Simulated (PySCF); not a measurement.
**Core-level binding energies of hydrogen methyl disulfide**

Hydrogen methyl disulfide, CH₄S₂.
Geometry (PBE0-D3(BJ)/def2-SVP, Å), atoms numbered from 1 in this order:
```xyz
7
CH4S2 angstrom
C     -0.9464   -0.1425    0.0793
S      0.4418    0.6099    0.9654
S      1.8770    0.7625   -0.5115
H     -1.2361    0.4680   -0.7868
H     -1.7814   -0.1714    0.7967
H     -0.7107   -1.1680   -0.2402
H      2.4478   -0.4606   -0.3715
```

Method: delta-SCF UKS SCAN, pcX-2 on the ionised atom, pcseg-1 elsewhere, spin-free X2C (PySCF 2.14.0). These are vertical core ionisation energies against the vacuum level, from separate self-consistent calculations with and without the core hole.

Problem. Give the core binding energies atom by atom.

Solution. 
```json
{"atom(s)": "C1", "bonded to": "S and 3 H", "level": "C 1s", "binding energy (eV)": "291.43", "above the level's lowest (eV)": "0.00", "count": "1"}
{"atom(s)": "S2", "bonded to": "S and C", "level": "S 1s", "binding energy (eV)": "2477.74", "above the level's lowest (eV)": "0.00", "count": "1"}
{"atom(s)": "S3", "bonded to": "S and H", "level": "S 1s", "binding energy (eV)": "2477.87", "above the level's lowest (eV)": "+0.13", "count": "1"}
```

The 2 S 1s values lie within 0.13 eV of each other; Gaussian lines of 0.5 eV full width would blend them into one maximum.

Problem. Express the binding energy of C 1s of C1 in atomic units and per mole.

Solution. 291.43 eV = 10.7099 Eh = 28119 kJ/mol.

Problem. Which photon energy gives electrons from C 1s of C1 a kinetic energy of 50 eV, and what is their de Broglie wavelength?

Solution. hν = 291.43 + 50 = 341.43 eV, recoil neglected; λ = 12.264 Å/√(E/eV) = 1.73 Å.

Not every level is listed. The structure is a single PBE0-D3(BJ)/def2-SVP conformer in the gas phase; no vibrational or solvent corrections.
